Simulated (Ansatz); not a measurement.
The cluster Si2H⁺ was relaxed with PBE0-D4 (def2-TZVP) in Ansatz in these states: charge +1 quintet, charge +1 triplet. The geometries follow in no particular order.

A:

```
atom    x (Å)    y (Å)    z (Å)
 Si1   0.1808   0.0191  -0.6791
 Si2  -1.4865  -0.7760   0.6584
  H3   1.3057   0.7569   0.0208
```

B:

Cartesian coordinates in Å:
```
Si -0.221 0.034 0.110
Si 1.763 -0.274 -0.879
H -1.542 0.239 0.769
```

**Question.** Judge from the bond lengths which geometry belongs to which state (an estimate).

**Answer.** A is the charge +1 quintet (Si1–Si2 2.281 Å, Si1–H3 1.516 Å); B is the charge +1 triplet (Si1–Si2 2.237 Å, Si1–H3 1.491 Å).

At PBE0-D4/def2-TZVP a triplet lies 2.16 eV below the charge +1 quintet. These are the stationary points nearest to one start from a short search; other shapes may lie lower in each state.
